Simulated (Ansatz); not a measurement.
The input, for Ansatz 0.2.0:

```yaml
crystal:
  periodic: [false, false, false]
  atoms:
    - {symbol: Al, position_ang: [0.000000, -0.731650, 2.134388]}
    - {symbol: Ga, position_ang: [0.000000, 0.600560, 0.041906]}
    - {symbol: Cl, position_ang: [0.000000, -0.685503, -1.702572]}
    - {symbol: H, position_ang: [0.000000, 2.154230, -0.148441]}
basis:
  gaussian: {orbitals: cc-pVDZ}
magnetization: {spin_polarized: false}
correlation: {method: mp2, electrons: valence}
```

```sh
$ ansatz run in.yaml --threads 1 --pin off --events-out ev --progress --plain --max-ram 2393MiB
```

The program prints:

```
742 factors; integrals over basis functions are off by at most 8.6e-4 eV
mean field evaluation 1: about -71435.0681 eV, gradient 1.5e1 eV
mean field evaluation 2: about -71435.0741 eV, gradient 1.5e1 eV
mean field evaluation 4: about -71436.2923 eV, gradient 1.8e0 eV
mean field evaluation 8: about -71436.3284 eV, gradient 1.0e-3 eV
mean field evaluation 16: about -71433.1675 eV, gradient 2.4e-1 eV
mean field evaluation 32: about -71433.1681 eV, gradient 1.7e-3 eV
mean field -71436.32843195 eV, -2625.2366485915 hartree, gradient 2.3e-6 eV, S^2 0.000000; 4 other end points of the search recorded, 0 dependent functions left out; unrestricted orbitals would lower it
19 core orbitals not correlated: weight in the atoms' cores, before any rotation towards them, 1.000 or more for the frozen orbitals, at most 0.000 for the correlated occupied ones
reference -71436.32843195 eV, -2625.2366485915 hartree; 12, 12 occupied and 37, 37 virtual orbitals, 742 factors
second order -6.90178163 eV of doubles, -0.00000000 eV of singles
Total energy: -71443.23021357 eV, -2625.4902843881 hartree
```

Ran on 1 thread of Arm Neoverse V2, shared host: 2.8 s wall, 0.22 GiB peak host memory.
